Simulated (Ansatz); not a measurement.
Two shapes of singlet C₄H₈.

Shape 1:

```xyz
12

C    -0.0062   -0.6677   -0.6654
C     0.0059   -0.6660    0.6633
C     0.0009    0.5295   -1.5867
C     0.0065    0.5271    1.5865
H     0.0036   -1.6445   -1.1595
H    -0.0035   -1.6346    1.1753
H     0.0086    1.4835   -1.0470
H     0.8803    0.5142   -2.2458
H    -0.8760    0.5017   -2.2538
H     0.0082    1.4835    1.0457
H    -0.8799    0.5037    2.2565
H     0.8879    0.5128    2.2487
```

Shape 2:

```xyz
12

C     0.0197   -0.6465   -0.6916
C    -0.0064   -0.5996    0.6969
C    -0.0337    0.5644   -1.5964
C    -0.0455    0.5468    1.6055
H    -0.0068   -1.6801   -1.1887
H    -0.0242   -1.6933    1.1393
H     0.0011    1.4547   -1.0949
H     0.9055    0.5532   -2.2242
H    -0.8633    0.4641   -2.2448
H    -0.0444    1.4625    1.1105
H    -0.8766    0.5252    2.2857
H     0.8654    0.4829    2.2230
```

Basis set: STO-3G (spherical functions). Correlated methods keep 4 orbitals frozen. Charge 0, multiplicity 1.

Computed with Ansatz (development build ahead of 0.2.0); each method stands on the lowest determinant of its kind that the runs found.

(1) Which shape is lower in energy, and by how much in each method?

Results:

(1)

```
 method  E(2) − E(1) (eV)
    RHF             0.857
RHF-MP2             0.697
```

Shape 1 is lower. Caution: no unrestricted run beside it, a lower state can exist.
